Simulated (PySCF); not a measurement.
Isomers of C8H6N2, one GFN2-xTB conformer each. Single-point energies are computed at PBE0/pcSseg-1 (PySCF, gas phase, no added dispersion term), electronic only.

```json
{"SMILES": "c1ccc2cnncc2c1", "GFN2-xTB relative energy (kJ/mol)": "68.2"}
{"SMILES": "c1cnc2ccncc2c1", "GFN2-xTB relative energy (kJ/mol)": "0.0"}
{"SMILES": "C=C1C(C#N)=C1[C@@H](C)C#N", "GFN2-xTB relative energy (kJ/mol)": "474.2"}
{"SMILES": "c1cnc2ncccc2c1", "GFN2-xTB relative energy (kJ/mol)": "2.0"}
{"SMILES": "C=Nc1cccc(C#N)c1", "GFN2-xTB relative energy (kJ/mol)": "171.0"}
```

Conformers: `[CH2:1]=[C:2]1[C:3]([C:4]#[N:5])=[C:6]1[C@@H:7]([CH3:8])[C:9]#[N:10]` with C3–C6–C7–C8 -1°; `[CH2:1]=[N:2][c:3]1[cH:4][cH:5][cH:6][c:7]([C:8]#[N:9])[cH:10]1` with C1–N2–C3–C4 -52°.

Q: What does PBE0/pcSseg-1 give for the same structures?

A: 
| SMILES | PBE0/pcSseg-1 E (Eh) | PBE0/pcSseg-1 (kJ/mol) | GFN2-xTB (kJ/mol) | point group |
| --- | --- | --- | --- | --- |
| c1cnc2ncccc2c1 | -417.42398 | 0.0 | 2.0 | C2v |
| c1cnc2ccncc2c1 | -417.42394 | 0.1 | 0.0 | Cs |
| c1ccc2cnncc2c1 | -417.39131 | 85.8 | 68.2 | C2v |
| C=Nc1cccc(C#N)c1 | -417.37821 | 120.2 | 171.0 | C1 |
| C=C1C(C#N)=C1[C@@H](C)C#N | -417.26470 | 418.2 | 474.2 | C1 |

GFN2-xTB puts c1cnc2ccncc2c1 lowest instead; measured from each level's own lowest isomer, the values differ by up to 56.0 kJ/mol (C=C1C(C#N)=C1[C@@H](C)C#N: 474.2 against 418.2). As drawn, the lowest has an aromatic ring, which the highest lacks; the highest has a three-membered ring, a C≡N group and a C=C bond outside aromatic rings, which the lowest lacks. Neighbours under 10 kJ/mol apart (c1cnc2ncccc2c1 and c1cnc2ccncc2c1) can change places with a better method, another conformer or zero-point energy.

Q: Which frontier levels, dipoles and rotational constants go with these structures?

A: 
```tsv
SMILES	HOMO (eV, PBE0/pcSseg-1)	LUMO (eV)	dipole (D)	A, B, C (MHz)
c1cnc2ncccc2c1	-7.24	-1.98	4.26	3235, 1325, 940.1
c1cnc2ccncc2c1	-7.31	-2.00	2.51	3278, 1291, 926.1
c1ccc2cnncc2c1	-6.66	-1.96	5.18	3312, 1253, 909.2
C=Nc1cccc(C#N)c1	-7.18	-1.70	5.70	2998, 889.0, 695.8
C=C1C(C#N)=C1[C@@H](C)C#N	-7.03	-2.61	3.49	1824, 957.6, 693.8
```

Q: As an exercise, what shares would exp(−E/RT) give at 2000 K from these electronic energies alone (no entropy, no degeneracies)?

A: RT = 16.629 kJ/mol: c1cnc2ncccc2c1 50.0 %, c1cnc2ccncc2c1 49.7 %, c1ccc2cnncc2c1 0.3 %, C=Nc1cccc(C#N)c1 under 0.1 %, C=C1C(C#N)=C1[C@@H](C)C#N under 0.1 %.
